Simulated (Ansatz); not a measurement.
Gas-phase electronic energies from Ansatz, PBE0-D4/def2-TZVP geometries. CCSD(T)/CBS is the MP2 limit (def2-TZVPP, def2-QZVPP) plus CCSD(T) − MP2 in def2-TZVPP, frozen cores. DFT in def2-TZVPP. Each species was taken in one conformer, which may not be the lowest.

Consider the isomerisation: `CC(C)C(C)Cl` → `CCCCCCl`.

`CC(C)C(C)Cl`:

Cartesian coordinates in Å:
```
C -1.895 -0.187 -0.300
C -0.516 -0.048 0.327
C 0.071 -1.428 0.608
C 0.429 0.768 -0.551
C 1.838 0.900 -0.018
Cl -0.233 2.433 -0.782
H -2.352 0.784 -0.492
H -1.832 -0.726 -1.251
H -2.558 -0.753 0.358
H -0.614 0.490 1.278
H 0.991 -1.381 1.191
H -0.646 -2.030 1.170
H 0.285 -1.960 -0.325
H 0.445 0.341 -1.558
H 2.332 -0.074 -0.002
H 1.831 1.305 0.996
H 2.424 1.567 -0.649
```

`CCCCCCl`:

Cartesian coordinates in Å:
```
C -2.340 -0.742 -0.724
C -1.365 -0.126 0.264
C 0.070 -0.137 -0.239
C 1.046 0.478 0.747
C 2.484 0.478 0.282
Cl 2.733 1.522 -1.150
H -2.326 -0.205 -1.676
H -3.364 -0.720 -0.344
H -2.085 -1.785 -0.931
H -1.420 -0.662 1.219
H -1.662 0.907 0.478
H 0.128 0.402 -1.190
H 0.373 -1.169 -0.453
H 1.015 -0.080 1.692
H 0.747 1.505 0.983
H 3.154 0.857 1.052
H 2.811 -0.521 -0.009
```

**Question.** Is it downhill or uphill in electronic energy at CCSD(T)/CBS, and by how much? (Estimate.)

**Answer.** The calculation gave: Uphill: ΔE = +14.5 kJ/mol.

**Question.** What do these levels give: revPBE-D4, r2SCAN-D4, CAM-B3LYP-D4, PBE, CAM-B3LYP, CCSD/def2-SVP? (Best estimate.)

**Answer.** Ansatz gave: revPBE-D4 13.3, r2SCAN-D4 13.4, CAM-B3LYP-D4 10.3, PBE 6.3, CAM-B3LYP 6.1, CCSD/def2-SVP 12.7 kJ/mol.

Largest T1 diagnostic among the species: 0.009.

The D4 term adds +7.7 kJ/mol with B3LYP and +4.1 kJ/mol with PBE0; it sums over pairs of atoms, weighted by their polarisabilities, and B3LYP, whose exchange is more repulsive, gets the larger term. In def2-TZVPP, CCSD(T) changes the Hartree–Fock value by +15.9 kJ/mol (the triples alone add +3.0 kJ/mol) and MP2 by +19.9 kJ/mol. Leaving LDA and LC-ωPBE aside and taking each functional with its dispersion term where it has one, the values, not all of them listed here, spread over 5.2 kJ/mol, from B2PLYP to B97M-V. LDA lies +11.5 kJ/mol from PBE without D4.

B3LYP here is the variant with VWN-RPA as its local correlation; programs differ in this.
